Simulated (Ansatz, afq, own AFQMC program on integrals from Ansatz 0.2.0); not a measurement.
Integrals from Ansatz 0.2.0, then the random walk in our own AFQMC program (afq).

```yaml
crystal:
  periodic: [false, false, false]
  atoms:
    - {symbol: Si, position_ang: [0.000000, -0.035961, 1.165412]}
    - {symbol: Al, position_ang: [0.000000, -0.011793, -1.224879]}
    - {symbol: H, position_ang: [0.000000, 1.317723, 0.315431]}
basis:
  gaussian: {orbitals: cc-pVDZ}
magnetization: {spin_polarized: true, initial_magnetization: 2}
correlation: {method: ccsd_t, electrons: outside_noble_gas, hamiltonian_folder: ham}
```

```sh
$ ansatz run in.yaml --threads 1 --pin off --events-out ev --progress --plain --max-ram 24576MiB --backend cuda --devices 0, --max-vram 18GiB
```

afq runs on the folder ham with

```
--method phaseless --trial mp1 --walkers 80 --populations 1 --least-time 40 --time-step 0.04 --steps-per-block 10 --equilibration-blocks 25 --max-blocks 150 --target-error 0.00068 --factor-cut 1e-05 --start spin_pure --seed 7196 --taylor-order 8
```

Times are imaginary, in 1/Eh. The walk had a cap of 60 s.

Output of the walk:

```
orbitals 31  electrons 5 3  factors 228 of 411
reference energy -531.35742114 Eh
CCSD correlation -0.15300701 Eh in 14 cycles, weight of the determinant in the CISD state 0.8489
energy of the start -531.479771 Eh
 block  time / (1/Eh)  mean weight  energy / Eh
     1     0.400  1.0025  -531.489234
     2     0.800  0.9908  -531.495776
     3     1.200  1.0169  -531.500712
     4     1.600  1.0065  -531.505209
     5     2.000  1.0076  -531.508275
     8     3.200  1.0065  -531.511998
    13     5.200  0.9971  -531.515488
    22     8.800  0.9921  -531.513957
    31    12.400  0.9974  -531.512291
    40    16.000  0.9839  -531.519198
    49    19.600  1.0009  -531.520961
    58    23.200  1.0150  -531.518593
    67    26.800  1.0008  -531.513688
    76    30.400  1.0013  -531.515604
    85    34.000  1.0002  -531.515736
    88    35.200  1.0010  -531.511276
    94    37.600  0.9949  -531.515359
   103    41.200  0.9989  -531.516358
   109    43.600  0.9990  -531.522081
   112    44.800  0.9984  -531.516928
   121    48.400  1.0012  -531.518214
   124    49.600  1.0011  -531.514364
blocks merged  error / Eh  count
     1  0.000300  100
     2  0.000374  50
     4  0.000462  25
     8  0.000495  12
energy -531.517014 +/- 0.000462 Eh
(rows thinned)
```

The run passed its tests (sampling time, drift between the halves within three errors, error under three times the target), which doesn't prove that it has relaxed.

Against this walk (error 12.6 meV) on the same determinant: CCSD(T) 3.5 meV higher (within the noise), CCSDT(Q) 53.3 meV lower, CCSDTQ 53.8 meV lower, a separate phaseless walk with a CISD trial and standard settings 31.1 ± 13.2 meV lower. The error is statistical and leaves out the bias of the constraint. CCSDTQ is the surest value here, so the walk's 54 meV above it is most likely the bias of the constraint with this trial, which can have either sign, or comes from the drawn settings.

Cautions: constraint bias not in the error; unrestricted determinant slightly spin contaminated (⟨S²⟩ 2.08 against 2.00); the time-step error isn't removed.

The walk took 6.3 s on 1 × NVIDIA H100 80GB HBM3 with 2 threads of AMD EPYC 7R13 Processor (Zen 3) (shared host) (the card was shared). The log's last line is the phaseless energy.

CCSDT and higher add their correlation energy to the determinant of the CCSD(T) run, since their own runs factorise the integrals more tightly (a shift of under 2 meV). A walk keeps the symmetry of its determinant, which the program's search chose and which needn't be the lowest solution, so a lower state of the same spin and another symmetry isn't excluded.
